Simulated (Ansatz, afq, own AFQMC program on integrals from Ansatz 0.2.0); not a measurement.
## Al2H, doublet → Al2H⁺, singlet

```yaml
atoms:
  - { symbol: Al, position_ang: [0.0000, 0.0000, 0.3526] }
  - { symbol: Al, position_ang: [0.0000, 0.0000, -2.3244] }
  - { symbol: H, position_ang: [0.0000, 0.0000, 1.9718] }
```

Connectivity, by distances: AlH–Al.

E(singlet, charge +1) − E(doublet, charge +0) at this geometry, on UHF and RHF determinants.

Basis aug-cc-pVDZ. Only valence electrons are correlated. AFQMC by an in-house program on the Cholesky factors that Ansatz 0.2.0 writes for its CCSD(T) run. ph-AFQMC/CISD is guided by a CISD state made of CCSD amplitudes; releasing the constraint for a short imaginary time cuts its bias at the price of noise, slowly where states lie close. Uncertainties: one standard error, sampling alone. The errors of all members are added in quadrature.

No full CI on the walks' own integrals is used here; CCSDT(Q) serves as the reference and is uncertain by about the last step of the cluster series. Each member takes its own surest rung, up to full CI.

Errors are counted within aug-cc-pVDZ, not against nature.

Cautions: Al₂H (doublet): an unrestricted solution with more broken spin lies lower, the released energies are still falling, so no released level is given (meV from the phaseless value at times in 1/Eh: -2 ± 4 at 0.24, -3 ± 4 at 0.51, -7 ± 3 at 0.99, -11 ± 3 at 1.62, -16 ± 3 at 2.40), though the last usable value meets CCSDT(Q) within the noise, its ph-AFQMC/CISD value lies 16 ± 4 meV above CCSDT(Q); Al₂H⁺ (singlet): restricted determinant unstable towards unrestricted (UHF 50 meV lower, ⟨S²⟩ 0.37), the released energies are still falling, so no released level is given (meV from the phaseless value at times in 1/Eh: 0.5 ± 2.4 at 0.24, -4 ± 3 at 0.51, -7.1 ± 1.4 at 0.99, -10.6 ± 1.0 at 1.62, -13.4 ± 1.4 at 2.40), though the last usable value meets CCSDT(Q) within the noise, the ph-AFQMC/CISD walk drifts between its halves (2.1 errors).

| level | vertical ionization energy (kcal/mol) |
| --- | --- |
| HF | 129.7 |
| CCSD | 138.2 |

Question: From these cheaper values, estimate the vertical ionization energy at the reference level in aug-cc-pVDZ.

Answer: 140.3 kcal/mol (CCSDT(Q) in aug-cc-pVDZ).

```json
{"level": "MP2", "vertical ionization energy (kcal/mol)": "137.3", "error against CCSDT(Q) (kcal/mol)": "-3.0"}
{"level": "CCSD(T)", "vertical ionization energy (kcal/mol)": "139.7", "error against CCSDT(Q) (kcal/mol)": "-0.6"}
{"level": "CCSDT", "vertical ionization energy (kcal/mol)": "140.2", "error against CCSDT(Q) (kcal/mol)": "-0.1"}
{"level": "ph-AFQMC/CISD", "vertical ionization energy (kcal/mol)": "140.2 ± 0.1", "error against CCSDT(Q) (kcal/mol)": "-0.1 ± 0.1"}
```

Correlation beyond CCSD(T) adds 0.6 kcal/mol. The perturbative (T) step is worth +1.5 kcal/mol.

A walk keeps the symmetry of its determinant, which the program's search chose and which needn't be the lowest solution, so a lower state of the same spin and another symmetry isn't excluded.
